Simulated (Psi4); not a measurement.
Psi4 input (wB97X-D/6-31G*):

```
memory 1500 MB

molecule {
1 2
F    -0.00000000   -0.00000000   -0.64654644
F     0.00000000    0.00000000    0.64654644
symmetry c1
no_reorient
no_com
}

set {
  basis 6-31G*
  reference uks
  scf_type pk
  dft_radial_points 99
  dft_spherical_points 590
  e_convergence 1e-8
  d_convergence 1e-7
  maxiter 150
}

e = energy('wb97x-d')
print_out(f'\nFINAL {e:.10f} DIPOLE {variable("CURRENT DIPOLE")[0]:.6f} {variable("CURRENT DIPOLE")[1]:.6f} {variable("CURRENT DIPOLE")[2]:.6f}\n')
```

Task: Predict the final energy.

Result: -198.87905 Eh.
